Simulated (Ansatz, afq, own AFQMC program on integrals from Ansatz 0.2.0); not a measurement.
**Where AFQMC and coupled cluster stand for CH3Br, triplet**

```yaml
atoms:
  - { symbol: Br, position_ang: [-0.4494, 0.0000, 0.0000] }
  - { symbol: H, position_ang: [1.1246, 0.0000, 0.0000] }
  - { symbol: C, position_ang: [2.4196, 0.0000, 0.0000] }
  - { symbol: H, position_ang: [2.8341, 0.0000, 0.9962] }
  - { symbol: H, position_ang: [2.8341, 0.0000, -0.9962] }
```

Connectivity, by distances: Br ··· CH2, 1 bridging H.

Basis cc-pVTZ. Noble-gas cores (and the filled d shells of Ga–Kr and In–Xe) are frozen. Integrals, coupled cluster, full CI and functionals: Ansatz 0.2.0; the random walks run on the same integrals in our own AFQMC program. ph-AFQMC/CISD is guided by a CISD state made of CCSD amplitudes; releasing the constraint for a short imaginary time cuts its bias at the price of noise, slowly where states lie close. Uncertainties: one standard error, sampling alone. No spin–orbit coupling.

Determinant: UHF, the one that the program's search chose, which needn't be the lowest solution. The geometry is a point of a scan.

No full CI on the walks' own integrals is used here. The released AFQMC energy serves as the reference, which it does only where one determinant dominates, the energy is flat over the last release times and near the phaseless one (40 meV or 2 meV an electron, half that with transition metals). On small molecules, where full CI could be run and the noise was under 10 meV, such values lay within 10 meV of it in 19 cases of 20, a flattering rate, since the rule was set on those same cases; what remains of the bias isn't in the error bar.

Cautions: no relativity below Rb; no spin-orbit coupling; inner d shell frozen; lower spins were not checked; unrestricted determinant slightly spin contaminated (⟨S²⟩ 2.05 against 2.00); the released value is read at 1.62 1/Eh, later times being too noisy (meV from the phaseless value at times in 1/Eh: -15 ± 6 at 0.24, -24 ± 4 at 0.51, -14 ± 7 at 0.99, -17 ± 8 at 1.62, -19 ± 13 at 2.40).

```
T1 diagnostic                               : 0.0142
weight of the determinant in the CISD state : 0.868
⟨S²⟩ of the determinant                     : 2.053
size of the correlated space                : 14 electrons in 100 orbitals
```

Reference: AFQMC with the constraint released, correlation energy -9.787 ± 0.008 eV.

| level | E − E(reference) (meV) | share of correlation (%) |
| --- | --- | --- |
| HF | 9786.6 ± 8.3 | 0.00 |
| MP2 | 1405.2 ± 8.3 | 85.64 |
| CCSD | 372.6 ± 8.3 | 96.19 |
| CCSD(T) | 44.2 ± 8.3 | 99.55 |
| ph-AFQMC/CISD | 16.7 ± 9.8 | 99.83 |

A walk keeps the symmetry of its determinant, which the program's search chose and which needn't be the lowest solution, so a lower state of the same spin and another symmetry isn't excluded. Released energies are given only where the last usable release times agree within the noise; a slower fall can still hide under it.
